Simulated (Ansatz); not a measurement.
System: cyanoethylene, C$_{3}$H$_{3}$N, charge 0, multiplicity 1. 
Coordinates optimised at B3LYP-D3(BJ)/def2-TZVP (Ansatz, a first-principles code):
```xyz
7

C     -0.1624    -1.6316     0.0047
C      0.5687    -0.5193    -0.0022
C     -0.0050     0.7858    -0.0018
H     -1.2435    -1.6002     0.0112
H      0.3125    -2.6029     0.0041
H      1.6516    -0.5573    -0.0087
N     -0.4469     1.8501    -0.0016
```
Charge 0, spin multiplicity 1.

Parts of the frozen-core correlation energy in cc-pVDZ (Ansatz, hartree). Frozen orbitals: 4; correlated occupied orbitals by spin: 10 and 10; virtual: 57 and 57. No spin-orbit coupling. Non-relativistic. The restricted reference is unstable.

```
term                            value
-------------------------  ----------
reference (HF)             -169.78182
MP2 opposite-spin            -0.40185
MP2 same-spin              (withheld)
CCSD correlation           (withheld)
(T)                        (withheld)
T1 diagnostic                   0.013
largest doubles amplitude       0.114
```

Question: Fill in the missing entries.

Answer: 
- MP2 same-spin, value: -0.13667
- CCSD correlation, value: -0.56503
- (T), value: -0.02328
